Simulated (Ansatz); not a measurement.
# BS (doublet): the correlation ladder at distance B1–S2 = 1.780 Å, cc-pVDZ

How much of the correlation energy of BS (doublet) does each wave-function method recover here?

Computed with Ansatz 0.2.0, Gaussian basis. Level: cc-pVDZ, core rule «outside noble gas», up to 6 orbitals frozen.

Plan: UHF; CCSD(T) on ROHF; CCSD(T) on UHF; BCCD(T) on ROHF; CISD; CCSDT(Q) on ROHF; CCSDT(Q) on UHF; CISDTQ; CCSDTQ on ROHF; CCSDTQ on UHF; CASSCF and MRCISD+Q, 3 electrons in 3 orbitals; CASSCF and NEVPT2, 3 electrons in 3 orbitals; CASSCF and MRCISD+Q, 9 electrons in 8 orbitals; CASSCF and NEVPT2, 9 electrons in 8 orbitals; Full CI.

1 further run of the same task is left out (for a known fault of the program).

## (1) The system

The geometry derives from a PBE0/def2-TZVP stationary point (not a proven minimum). One bond is set to the value named and the two fragments are kept rigid.

2 atoms, charge 0, spin multiplicity 2.

Atoms are counted from 1 here; the program's logs count them from 0.

Bond lengths: B1–S2 1.780 Å.

## (2) UHF

File in.yaml:

```yaml
crystal:
  periodic: [false, false, false]
  atoms:
    - {symbol: B, position_ang: [0.000000, 0.000000, 0.000000]}
    - {symbol: S, position_ang: [0.000000, 0.000000, 1.780000]}
basis:
  gaussian: {orbitals: cc-pVDZ}
magnetization: {spin_polarized: true, initial_magnetization: 1}
hamiltonian: {xc: hf}
output: {orbitals: {seedname: orbitals}}
```

Launch:

```
> ansatz run in.yaml --threads 1 --pin off --events-out ev --progress --plain --max-ram 3956MiB --backend cpu
```

The runs that follow: CCSD(T) on ROHF; CCSD(T) on UHF; BCCD(T) on ROHF; CISD; CCSDT(Q) on ROHF; CCSDT(Q) on UHF; CISDTQ; CCSDTQ on ROHF; CCSDTQ on UHF; CASSCF and MRCISD+Q, 3 electrons in 3 orbitals; CASSCF and NEVPT2, 3 electrons in 3 orbitals; CASSCF and MRCISD+Q, 9 electrons in 8 orbitals; CASSCF and NEVPT2, 9 electrons in 8 orbitals; Full CI.

Before running them: what should the planned runs give, taken together? Wanted: FCI below the RHF energy; RMP2 from FCI; UMP2 from FCI; RCCSD from FCI; RCCSD(T) from FCI; UCCSD(T) from FCI; RCCSDT(Q) from FCI; UCCSDT(Q) from FCI; NEVPT2 pair from FCI.

**Answer**, as computed:

| quantity | value |
| --- | --- |
| FCI below the RHF energy | -6.1039 eV |
| RMP2 from FCI | +88.8 kJ/mol |
| UMP2 from FCI | +92.0 kJ/mol |
| RCCSD from FCI | +39.7 kJ/mol |
| RCCSD(T) from FCI | +5.8 kJ/mol |
| UCCSD(T) from FCI | +7.5 kJ/mol |
| RCCSDT(Q) from FCI | +0.6 kJ/mol |
| UCCSDT(Q) from FCI | -1.1 kJ/mol |
| NEVPT2 pair from FCI | +86.2 kJ/mol |
| MRCISD+Q pair from FCI | +13.8 kJ/mol |
| NEVPT2 valence from FCI | +75.8 kJ/mol |
| levels within 1 kcal/mol (43 meV) | RCCSDT, UCCSDT, RCCSDT(Q), UCCSDT(Q), RCCSDTQ, UCCSDTQ, MRCISD+Q valence |
| T1 diagnostic | 0.044 |
| effectively unpaired electrons | 1.17 |

RCCSD(T) misses by +5.8 kJ/mol, 1.0 % of the correlation energy. UCCSDT(Q), RCCSDTQ, UCCSDTQ fall below full CI: unrestricted runs freeze a spin-polarised core, another one than full CI's, and coupled cluster isn't variational. The occupations are near whole numbers, but T1 = 0.044 shows that the orbitals relax strongly. Of the multireference levels listed MRCISD+Q valence comes nearest in total energy (+0.7 kJ/mol), which doesn't show that its space is the better one. These misses are within one basis, not against nature; the frozen cores of restricted and unrestricted runs differ, which can shift their rows.
